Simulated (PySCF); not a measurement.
## Spin states of BN

Unrestricted PBE0; basis B x2c-SVPall, N x2c-SVPall; spin-free X2C with a Gaussian nucleus; PySCF 2.14. Outer shells of the fragments: B 2s2 2p1; N 2s2 2p3.

Followed along the bond (rough minima from three points):

```json
{"2Ms+1": "3", "unpaired": "σ ↑, π ↑", "⟨S²⟩ at the start": "2.00", "R at minimum (Å)": "1.32", "Te (eV)": "0.00"}
{"2Ms+1": "1", "unpaired": "σ ↑, π ↓", "⟨S²⟩ at the start": "1.04", "R at minimum (Å)": "1.32", "Te (eV)": "0.17"}
{"2Ms+1": "1", "unpaired": "none", "⟨S²⟩ at the start": "0.85", "R at minimum (Å)": "1.27", "Te (eV)": "0.51"}
{"2Ms+1": "3", "unpaired": "π ↑↑", "⟨S²⟩ at the start": "2.01", "R at minimum (Å)": "1.48", "Te (eV)": "1.38"}
{"2Ms+1": "1", "unpaired": "π ↑↓", "⟨S²⟩ at the start": "1.00", "R at minimum (Å)": "1.47", "Te (eV)": "1.91"}
```

Solutions found at the starting distance of 1.470 Å, counted from the lowest of them; the search is not exhaustive and high or unbound solutions are not listed, so other states can lie among these:

```csv
2Ms+1,unpaired,term,E (eV),⟨S²⟩,⟨Lz²⟩,μ (D)
3,"σ ↑, π ↑",³Π,0.00,2.00,1.02,-1.98
1,"σ ↑, π ↓",mixed,0.14,1.04,1.00,-2.05
3,π ↑↑,³Σ⁻,0.88,2.01,0.00,1.08
1,none,mixed,1.05,0.85,0.00,-1.93
1,π ↑↓,mixed,1.40,1.00,2.00,1.17
3,σ ↑↑,³Σ⁺,2.13,2.03,0.00,-1.40
```

A term symbol is given only where ⟨S²⟩ and ⟨Lz²⟩ are close to those of a pure state; real π, δ and φ orbitals otherwise mix terms. A positive dipole means B(−)N(+).
